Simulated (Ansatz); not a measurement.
**How far each method lies from full CI for HF, singlet**

Geometry: MP2(full)/6-31G*, from the G2/97 set.

```csv
atom,x (Å),y (Å),z (Å)
F,0.0000,0.0000,0.0000
H,0.0000,0.0000,0.9339
```

Basis cc-pVDZ; Ansatz 0.2.0. Correlated methods freeze the noble-gas cores, which leaves 8 electrons in 18 orbitals. R marks a restricted (for open shells ROHF) determinant. Active spaces: valence = (8e, 5o) chosen from the atoms' valence shells.

Full CI is exact within this basis and frozen core; it isn't the basis-set limit.

The UHF ⟨S²⟩ is 0.000 and the T1 diagnostic (RCCSD) is 0.0058. The largest doubles amplitude (RCCSD) is 0.048.

| level | E − E(full CI) (mEh) | share of correlation (%) | wall time |
| --- | --- | --- | --- |
| RHF | 209.98 | 0.00 | – |
| RMP2 | 7.63 | 96.37 | – |
| CISD | 8.98 | 95.72 | 0.55 s |
| RCCSD | 2.46 | 98.83 | – |
| RCCSD(T) | 0.51 | 99.76 | 0.18 s |
| BCCD(T) | 0.50 | 99.76 | 0.4 s |
| RCCSDT | 0.42 | 99.80 | – |
| CISDTQ | 0.20 | 99.91 | 1 s |
| RCCSDT(Q) | -0.01 | 100.00 | 0.49 s |
| RCCSDTQ | 0.01 | 99.99 | 3.1 s |
| CASSCF (valence space) | 184.67 | 12.06 | – |
| NEVPT2 (valence space) | 20.70 | 90.14 | 0.16 s |
| NEVPT4(SD) (valence space) | 2.08 | 99.01 | 0.67 s |
| MRCISD (valence space) | 6.68 | 96.82 | – |
| MRCISD+Q (valence space) | 0.76 | 99.64 | 0.41 s |

The correlation energy at full CI, counted from RHF, is -5.714 eV. That run took 7.5 s on 1 thread of AMD EPYC 7R13, shared host over 2,342,800 determinants.

Times hold each run's SCF and search for its determinant on a shared host, so for small cases they say little of a method's own cost; they ran on 1 thread of AMD EPYC 7R13.

The full-CI state has the irrep A1 of C2v, in the program's axes (one component, if the state is degenerate).

Natural occupations of full CI about the gap: 1.989 1.978 1.978 1.966 0.028 0.015 0.015 0.009 0.004 0.004; effectively unpaired electrons, Σ n²(2−n)², 0.01.

Atomization energy (electronic, same basis, no zero-point term; atoms at the same level, unrestricted beside the R rows where the molecule is a closed shell, with restricted open-shell steps beyond CCSDT(Q)) at full CI: 528.8 kJ/mol. Errors of other levels:

```tsv
level	error (kJ/mol)
RHF	-150.9
RMP2	11.3
CISD	-12.7
RCCSD	-3.6
RCCSD(T)	-0.8
BCCD(T)	-0.7
RCCSDT	-0.8
CISDTQ	-0.3
RCCSDT(Q)	0.0
RCCSDTQ	0.0
CASSCF (valence space)	-75.5
NEVPT2 (valence space)	19.0
NEVPT4(SD) (valence space)	-1.3
MRCISD (valence space)	-6.5
MRCISD+Q (valence space)	-2.2
```

This basis is far from its limit, so the value isn't to be set against a measured one. Truncated CI isn't size-consistent, which counts against it in atomization.
